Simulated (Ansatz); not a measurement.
Results of LDA (plane waves, PAW; Ansatz, a quantum-chemistry and plane-wave program) for solid chlorine.

Numerical settings: plane-wave cutoff 520 eV, 6×6×4 k mesh (along the axes of the cell as run), perturbation theory, scalar-relativistic PAW data made under PBE.

Cell (measured lattice):

Cl has the orthorhombic space group Cmce (No. 64), Pearson symbol oS8. Lattice parameters: a = 6.308 Å, b = 4.558 Å, c = 8.155 Å, α = β = γ = 90.00°. Cl on 8f is coordinated by 1 Cl at 2.009 Å. (Neighbours: up to the widest gap in distance over summed covalent radii, below 1.35, at either atom.)
(The calculation used a cell of 4 atoms; values per cell refer to that cell.)

What does this level give for the high-frequency dielectric constant (mean over three axes)?


high-frequency dielectric constant (mean over three axes): 3.37

Note: the run finds an imaginary mode (61i cm⁻¹), so the cell is a saddle point at this level; the cell isn't this level's own, so it is under some stress, which shifts stiffness and frequencies.

Computing time: around 8 core-minutes (rough).
